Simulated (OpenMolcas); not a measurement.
**quartet OF at 6 levels**

Wanted: a comparison of 6 runs (UB3LYP/6-31G*, U-r2SCAN/aug-cc-pVTZ, UBLYP/aug-cc-pVTZ, UPBE0/aug-cc-pVTZ, ROMP2/aug-cc-pVTZ, ROCCSD(T)/aug-cc-pVTZ) of quartet OF. 

The results are computed with OpenMolcas 26.06.

## 1. The structure to begin with

The species is OF (2 atoms), meant as a quartet with charge 0. As SMILES of the parent species, `[O]F`. The shape is that of a PBE0-D4/def2-TZVP optimisation. That shape belongs to the parent species and isn't relaxed for this state.

Bond lengths: O1–F2 1.330 Å.

## 2. A single-point energy at UB3LYP/6-31G(d) (Cartesian functions) (run 1)

mol.input

```
* FO Kohn-Sham DFT
>>> EXPORT MOLCAS_PRINT=2

&GATEWAY
 BasLib=$CurrDir
 BasisSet
 O.6-31Gs....
 O1 0.000000 0.000000 -0.015950 angstrom
 End of Basis
 BasisSet
 F.6-31Gs....
 F2 0.000000 0.000000 1.314400 angstrom
 End of Basis

&SEWARD
 GridInput
 Grid=UltraFine
 End of Grid

&SCF
 UHF
 Spin=4
 KSDFT=B3LYP
 Thresholds=1e-10 1e-07 1e-07 1e-05
 PrOrbitals=1
```

The basis set 6-31G* is read from a file made from the Basis Set Exchange's data (not shown).

Launch:

```sh
$ export MOLCAS_MEM=1860
$ pymolcas mol.input > mol.log
```

Output:

```text
--- Start Module: gateway ---
[...]
--- Stop Module: gateway /rc=_RC_ALL_IS_WELL_ ---
--- Start Module: seward ---
[...]
      Basis functions           30
--- Stop Module: seward /rc=_RC_ALL_IS_WELL_ ---
--- Start Module: scf ---
[...]
       Convergence after  16 Iterations
[...]
::    Total KS-DFT energy                            -174.7091864116
[...]
      Total spin, S                                     1.5017709383
[...]
      Total electronic charge=   17.000000
      Total            charge=   -0.000000
[...]
      Dipole Moment (debye):
      Origin of the operator (angstrom)=    0.0000    0.0000    0.7063
                   X=  3.7079E-16               Y=  1.7825E-16               Z= -2.1155E-01           Total=  2.1155E-01
      Quadrupole Moment (debye*angstrom):
[...]
--- Stop Module: scf /rc=_RC_ALL_IS_WELL_ ---
[...]
```

Run time: 6 s. Hardware: 1 thread of Arm Neoverse V1, shared host; peak memory 0.37 GiB.

## 3. The energy at U-r2SCAN/aug-cc-pVTZ (run 2)

calc.inp

```
* FO Kohn-Sham DFT

&GATEWAY
 BASLIB
 $CurrDir
 COORD
 2
 angstrom
 O        0.000000       0.000000      -0.015950
 F        0.000000       0.000000       1.314400
 BASIS
 aug-cc-pVTZ
 GROUP
 NoSym

&SEWARD
 GRIDINPUT
 Grid=UltraFine
 End of Grid

&SCF
 UHF
 SPIN
 4
 KSDFT
 2
 1.0 MGGA_X_R2SCAN
 1.0 MGGA_C_R2SCAN
 THRESHOLDS
 1e-10 1e-07 1e-07 1e-05
 PRORBITALS
 1 2
```

The basis set aug-cc-pVTZ is read from a file made from the Basis Set Exchange's data (not shown).

Launch:

```sh
$ export MOLCAS_MEM=1860
$ pymolcas calc.inp > calc.log
```

Output:

```text
--- Start Module: gateway ---
[...]
--- Stop Module: gateway /rc=_RC_ALL_IS_WELL_ ---
--- Start Module: seward ---
[...]
      Basis functions           92
--- Stop Module: seward /rc=_RC_ALL_IS_WELL_ ---
[...]
--- Start Module: scf ---
[...]
       Convergence after  18 Iterations
[...]
::    Total KS-DFT energy                            -174.7269351107
[...]
      Total spin, S                                     1.5028693832
[...]
      Total electronic charge=   17.000000
      Total            charge=   -0.000000
[...]
      Dipole Moment (debye):
      Origin of the operator (angstrom)=    0.0000    0.0000    0.7063
                   X= -7.5008E-17               Y=  8.1442E-17               Z= -3.7313E-01           Total=  3.7313E-01
      Quadrupole Moment (debye*angstrom):
[...]
--- Stop Module: scf /rc=_RC_ALL_IS_WELL_ ---
[...]
```

It took 34 s on 1 thread of Arm Neoverse V1, shared host; peak memory 0.51 GiB.

Runs 3 to 5 aren't shown in full; the table further down has their settings and results.

## 4. The energy at ROCCSD(T)/aug-cc-pVTZ (run 6)

job.input

```
* FO CCSD(T)

&GATEWAY
 BasLib = $CurrDir
 Coord
 2
 bohr
 O      0.00000000     0.00000000    -0.03014113
 F      0.00000000     0.00000000     2.48385602
 Basis = aug-cc-pVTZ
 Group = NoSym

&SEWARD

&SCF
 UHF
 Spin = 4
 Thresholds = 1e-10 1e-07 1e-07 1e-05
 PrOrbitals = 1 1

&RASSCF
 FileOrb = $Project.UnaOrb
 Spin = 4
 Nactel = 3 0 0
 Inactive = 7
 Ras2 = 3
 OutOrbitals = Canonical
 OrbListing = Nothing

&MOTRA
 JobIph
 Frozen = 2

&CCSDT
 CCT
 Triples = 3
 Iterations = 80
 Accuracy = 1e-08
 Extrapolation = 5 4
```

The basis set aug-cc-pVTZ is read from a file made from the Basis Set Exchange's data (not shown).

Launch:

```sh
$ export MOLCAS_MEM=1860
$ pymolcas job.input > job.log
```

Output:

```text
--- Start Module: gateway ---
[...]
--- Stop Module: gateway /rc=_RC_ALL_IS_WELL_ ---
[...]
      Basis functions           92
[...]
       Convergence after  19 Iterations
[...]
::    Total SCF energy                               -174.0656299362
[...]
      Total spin, S                                     1.5074740876
[...]
      Number of active orbitals                  3
[...]
      Spin quantum number                      1.5
[...]
      Active orbitals                            3
[...]
      Number of CSFs                             1
[...]
      Number of root(s) required                 1
[...]
      Convergence after 12 iterations
[...]
      printout of CI-coefficients larger than  0.05 for root  1
      energy=    -174.048612
      conf/sym  111     Coeff  Weight
             1  uuu   1.00000 1.00000
      Natural orbitals and occupation numbers for root  1
      sym 1:   1.000000   1.000000   1.000000
      ************************************************************************************************************************
      *                                                    Final results                                                     *
[...]
::    RASSCF root number  1 Total energy:   -174.04861182
[...]
      Total electronic charge=   17.000000
      Total            charge=   -0.000000
[...]
      Dipole Moment (debye):
      Origin of the operator (angstrom)=    0.0000    0.0000    0.7063
                   X=  1.6046E-08               Y=  1.1471E-08               Z= -1.5829E+00           Total=  1.5829E+00
      Quadrupole Moment (debye*angstrom):
[...]
--- Start Module: motra ---
[...]
      *** WARNING: Default frozen orbitals is overwritten by user input.
      *** Default values:   2
[...]
--- Stop Module: motra /rc=_RC_ALL_IS_WELL_ ---
[...]
--- Start Module: ccsdt ---
[...]
      Convergence after                    22  Iterations
      Total energy (diff) :    -174.50943096      -0.00000001
[...]
 METHOD                       : CCSD+T(CCSD)+<T3(1)WT1>+<T3(1)UT2> = CCSD(T)
[...]
       CCSD     =      -174.5094309644254
[...]
--- Stop Module: ccsdt /rc=_RC_ALL_IS_WELL_ ---
[...]
```

Wall time 38 s (1 thread of Arm Neoverse V1, shared host); peak memory 0.51 GiB.

## 5. All runs side by side

| run | level | Cartesian functions | integration grid | energy (Eh) | dipole moment (D) | HOMO energy (eV) | ⟨S²⟩ | wall time |
| --- | --- | --- | --- | --- | --- | --- | --- | --- |
| 1 | UB3LYP/6-31G* (Cartesian functions) | yes | UltraFine | -174.709186 | 0.21 | -3.57 | 3.757 | 6 s |
| 2 | U-r2SCAN/aug-cc-pVTZ | no | UltraFine | -174.726935 | 0.37 | -3.30 | 3.761 | 34 s |
| 3 | UBLYP/aug-cc-pVTZ | no | UltraFine | -174.793241 | 0.21 | -2.87 | 3.756 | 24 s |
| 4 | UPBE0/aug-cc-pVTZ | no | UltraFine | -174.621346 | 0.50 | -4.86 | 3.761 | 24 s |
| 5 | ROMP2/aug-cc-pVTZ | no | – | -174.524522 | – | – | – | 11 s |
| 6 | ROCCSD(T)/aug-cc-pVTZ | no | – | -174.527206 | – | – | – | 38 s |

## 6. Outcome

| quantity | value |
| --- | --- |
| run 6: total energy | -174.52721 Eh |
| run 6: (T) correction | -17.78 mEh |

In words: Over runs 1, 2, 3, 4 the dipole moment (its size) runs from 0.21 D (UB3LYP/6-31G*) to 0.50 D (UPBE0/aug-cc-pVTZ). The two ends differ in method and basis. Totals of different functionals can't be ranked against each other. All runs together took 2.3 min, the longest 38 s.
